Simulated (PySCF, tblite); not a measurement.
Isomers of C5H8N (doublet state). Computed with GFN2-xTB (tblite): harmonic, unscaled wavenumbers at the GFN2-xTB geometry, gas phase. Errors from tens to a few hundred cm⁻¹ against measured bands are possible. One conformer each. Open shells enter through the occupations alone, without spin polarisation, and single modes of such species can be off by tens of per cent.

Electronic energies: B3LYP/pcH-1 single points on the GFN2-xTB geometries (PySCF, gas phase).

| SMILES | electronic energy, lowest = 0 (kcal/mol) |
| --- | --- |
| [CH2]N/C=C/C=C | 0.0 |
| C#CCC[CH]N | 20.3 |
| C/N=C/[C@@H]1[CH]C1 | 27.3 |
| C/N=C\[C]1CC1 | 18.2 |

How do GFN2-xTB zero-point energies change the relative energies?

```csv
SMILES,ZPE (kcal/mol),of it from modes above 1550 cm⁻¹,electronic (kcal/mol),"with ZPE, lowest = 0 (kcal/mol)",lowest mode (cm⁻¹),rings
[CH2]N/C=C/C=C,71.1,40.6,0.0,0.0,109,0
C/N=C\[C]1CC1,71.8,36.6,18.2,18.9,50,1
C#CCC[CH]N,71.5,39.2,20.3,20.8,63,0
C/N=C/[C@@H]1[CH]C1,71.4,36.6,27.3,27.6,85,1
```

The zero-point energies span 0.7 kcal/mol, from `[CH2]N/C=C/C=C` to `C/N=C\[C]1CC1`. The order is unchanged.

And how do the electronic energies of GFN2-xTB itself compare?

`[CH2]N/C=C/C=C` 0.0; `C/N=C\[C]1CC1` 2.7; `C#CCC[CH]N` 24.3; `C/N=C/[C@@H]1[CH]C1` 19.7 kcal/mol, lowest = 0. Against the energies above, taken from the same isomer `[CH2]N/C=C/C=C`, the largest difference is 15.5 kcal/mol.

What do entropy and thermal enthalpy add at 298.15 K and 1 bar (rigid rotor, harmonic oscillator, one conformer each)?

```
             SMILES  point group  symmetry number  S (cal/(mol K))  H − H(0) (kcal/mol)  ZPE + H − H(0) − TS (kcal/mol)
     [CH2]N/C=C/C=C           Cs                1             82.9                 5.23                            51.6
      C/N=C\[C]1CC1           C1                1             84.4                 5.04                            51.7
         C#CCC[CH]N           C1                1             86.5                 5.47                            51.2
C/N=C/[C@@H]1[CH]C1           C1                1             82.2                 4.92                            51.8
```

S holds R ln(2S + 1) for the spin.
